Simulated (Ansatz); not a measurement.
[CH₃···H···BH₂], doublet: transfer scan

Starting geometry:

```xyz
8

C    -1.3316    0.0000    0.0000
H    -1.6948    1.0273    0.0000
H    -1.6948   -0.5137    0.8897
H    -1.6948   -0.5137   -0.8897
H    -0.2420    0.0000    0.0000
B     1.5854    0.0000    0.0000
H     2.0945    0.0000    1.0770
H     2.0945    0.0000   -1.0770
```

From there atom H5 is moved from one fragment to the other while all else, the fragments' distance too, stays fixed, so the hump isn't the reaction's barrier; atoms are numbered as listed. Energies are in kJ/mol, counted from the starting geometry at the same level. Kohn–Sham curves are unrestricted where that lies lower.

Basis cc-pVDZ; Ansatz 0.2.0. Correlated methods freeze the noble-gas cores. Prefix R: restricted or restricted open-shell reference; prefix U: unrestricted.

Full CI isn't at hand for all of this; UCCSDT(Q) serves as the reference, and is uncertain by the last step of the cluster series or more.

```csv
distance C1-H5 (Å),RPA-PBE
1.090,0.0
1.184,4.9
1.371,35.1
1.559,41.1
1.747,41.0
```

Question: Estimate the UCCSDT(Q) curve in cc-pVDZ from this one, knowing how RPA-PBE differs from it in such a basis.

Answer: The computed UCCSDT(Q) values, in kJ/mol from the starting point, and the difference of RPA-PBE against them:
```csv
distance C1-H5 (Å),UCCSDT(Q),RPA-PBE less UCCSDT(Q)
1.090,0.0,0.0
1.184,6.2,-1.3
1.371,36.8,-1.7
1.559,38.6,2.5
1.747,33.9,7.1
```

The difference spans 8.8 kJ/mol and is largest, 7.1 kJ/mol, at 1.747 Å.

In so small a basis both RPA and the reference are far from their limits and near them at different rates, so the difference would change in a larger set.
